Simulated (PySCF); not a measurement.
Gas-phase reaction: 6 CH3SH + C3H3 (propargyl) = 3 H2S2 + 3 C3H7 (i-propyl)

Computed with PySCF and rigid-rotor harmonic-oscillator thermochemistry at 1 bar. † marks an energy on the PBE0/def2-TZVP geometry and frequencies; other levels use their own. MP2 freezes the core. Open shells (unrestricted): C3H3 (propargyl) (multiplicity 2), C3H7 (i-propyl) (multiplicity 2); the rest are closed-shell singlets. B3LYP is the form with VWN-RPA correlation. No R ln 2 is added for the mirror-image form of H2S2. MP2 isn't extrapolated to the basis-set limit; its ΔH°(298 K) is 89.8 kJ in def2-SVP and 95.8 kJ in def2-TZVPP. The harmonic model lacks anharmonicity and excited electronic states, which grow with temperature; levels with a mode under 35 cm⁻¹ are left out. Internal rotation in CH3SH, H2S2, C3H7 (i-propyl) is treated as a harmonic vibration of one conformer, which makes the entropy rough. Warning, spin contamination: C3H3 (propargyl) (HF/def2-TZVP†, MP2/def2-SVP†, MP2/def2-TZVPP†).

```
level               ΔE electronic, kJ  ΔH°(298 K), kJ  ΔS°(298 K), J/K  ΔG°(2500 K), kJ
------------------  -----------------  --------------  ---------------  ---------------
B3LYP/def2-TZVP†                   87              89             -137              402
HF/def2-TZVP†                      33              35             -137              348
MP2/def2-SVP†                      87              90             -137              403
MP2/def2-TZVPP†                    93              96             -137              409
PBE/def2-TZVP†                     62              64             -137              377
PBE0/def2-QZVP†                    48              51             -137              364
PBE0/def2-SVP†                     41              44             -137              357
PBE0/def2-TZVP                     46              48             -137              361
r2SCAN/def2-TZVP†                  37              39             -137              352
ωB97X-V/def2-TZVP†                 75              78             -137              391
```
ΔH° is lowest at HF/def2-TZVP† and highest at MP2/def2-TZVPP†. No reference value is set beside these.
